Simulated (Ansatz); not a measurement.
Conformers of C2H6OS (`COCS`), each relaxed with PBE0-D4/def2-TZVP in Ansatz. CBS adds the triple-zeta coupled-cluster correction to the MP2 limit.

Not all of them had a frequency check.

Conformer A:

Cartesian coordinates in Å:
```
C 1.172 0.753 0.133
O 0.127 0.453 -0.760
C -0.549 -0.720 -0.462
S -1.569 -0.681 1.049
H 1.924 -0.048 0.142
H 0.795 0.897 1.151
H 1.635 1.675 -0.216
H -1.189 -0.945 -1.313
H 0.141 -1.559 -0.300
H -2.487 0.176 0.576
```

Conformer B:

Z-matrix (Å, degrees):
```
C
O 1 1.404
H 1 1.089 2 107.1
H 1 1.099 2 111.2 3 119.1
H 1 1.096 2 111.4 3 -119.1
C 2 1.386 1 113.9 3 -174.9
S 6 1.824 2 116.0 1 -69.7
H 6 1.096 2 111.7 1 54.5
H 6 1.090 2 106.8 1 173.6
H 7 1.342 6 97.5 2 88.6
```

Task: Which is lowest in electronic energy at CCSD(T)/CBS (frozen core, def2 sets), and by how much? (Best estimate.)

Result: Computed: A; B lies 2.9 kJ/mol higher.

Task: Give the energies relative to A (kJ/mol) with ωB97X-V/def2-TZVPP, HF/def2-TZVPP, CCSD/def2-TZVPP, MP2/def2-QZVPP, SCS-MP2/def2-QZVPP, HF/CBS(def2), MP2/CBS(def2). (An estimate is asked.)

Result: Computed: 
```csv
level,B
ωB97X-V/def2-TZVPP,3.3
HF/def2-TZVPP,3.7
CCSD/def2-TZVPP,3.0
MP2/def2-QZVPP,3.2
SCS-MP2/def2-QZVPP,3.2
HF/CBS(def2),3.4
MP2/CBS(def2),3.2
```
